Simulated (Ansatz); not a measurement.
Worked example: AlGeH₃⁺ (H-bridged), doublet against AlGeH3 (H-bridged), singlet

Geometry (PBE0/def2-TZVP stationary point of a singlet), kept for both states (AlGeH3 (H-bridged), singlet: A'; AlGeH3⁺ (H-bridged), doublet: A'):

```xyz
5

Ge   -0.0422    0.0000    0.6623
Al    0.0200    0.0000   -1.8257
H     0.7497   -1.0660   -0.3437
H     0.7497    1.0660   -0.3437
H     1.0071    0.0000    1.8288
```

Basis cc-pVDZ; Ansatz 0.2.0. Correlated methods freeze the noble-gas cores and the filled d shells of p-block atoms. R marks a restricted (for open shells ROHF) determinant, U an unrestricted one. No spin–orbit coupling is included, and no scalar relativity.

Full CI isn't at hand for all of this; UCCSDT(Q) serves as the reference, and is uncertain by about the last step of the cluster series.

Unrestricted rows (U, and Kohn–Sham where it breaks symmetry) aren't spin-pure: their determinants' ⟨S²⟩ exceeds S(S+1) by up to 0.23, so they mix in states of higher spin.

```tsv
level	E(AlGeH3 (H-bridged), singlet) (hartree)	E(AlGeH3⁺ (H-bridged), doublet) (hartree)
UHF	-2318.935260	-2318.646768
UMP2	-2319.095962	-2318.774053
UCCSD(T)	-2319.142014	-2318.822491
PBE	-2320.696518	-2320.376923
B3LYP	-2321.223211	-2320.898169
UCCSDT(Q)	-2319.143715	-2318.824647
```

Problem. Give the vertical gap, AlGeH3⁺ (H-bridged) doublet less AlGeH3 (H-bridged) singlet, at each level in eV (1 hartree = 27.2114 eV), and each error against UCCSDT(Q).

Solution. UCCSDT(Q): (-2318.824647 − (-2319.143715)) × 27.2114 = 8.682 eV (the reference)
B3LYP: (-2320.898169 − (-2321.223211)) × 27.2114 = 8.845 eV, error 0.163 eV
PBE: (-2320.376923 − (-2320.696518)) × 27.2114 = 8.697 eV, error 0.015 eV
UCCSD(T): (-2318.822491 − (-2319.142014)) × 27.2114 = 8.695 eV, error 0.013 eV
UMP2: (-2318.774053 − (-2319.095962)) × 27.2114 = 8.760 eV, error 0.078 eV
UHF: (-2318.646768 − (-2318.935260)) × 27.2114 = 7.850 eV, error -0.832 eV

Total energies of functionals can't be set beside those of wave-function methods, since they hold the core's correlation and their own absolute errors; only the differences compare.

In so small a basis the reference is far from its limit while semilocal and hybrid functionals are nearer theirs, so the functionals' errors here hold much of the reference's basis and frozen-core error, which can add to them or hide them.

Each level lands on the state that its own search finds. T1 diagnostics of restricted CCSD: 0.018 and 0.039.
